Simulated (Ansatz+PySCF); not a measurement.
A calculation with PySCF 2.14.0.

```python
from pyscf import gto, scf, mp

mol = gto.M(atom="""
H 0.000000 0.000000 -2.427610
Cl 0.000000 0.000000 0.142800
""", basis='6-31g', charge=0, spin=0)
mf = scf.UHF(mol)
mf.kernel()
pt = mp.MP2(mf, frozen=5).run()
print(mf.e_tot, pt.e_corr, pt.e_tot)
```

The script is written out from the run's settings.

The run gave:

```json
{"Converged": "yes", "Reference energy": "-459.85604 hartree", "Correlation energy": "-0.08727 hartree", "Total energy": "-459.94330 hartree"}
```

This is not the lowest solution: another run reaches a determinant 2.40 eV lower. Caution: large amplitudes, a single reference is doubtful.
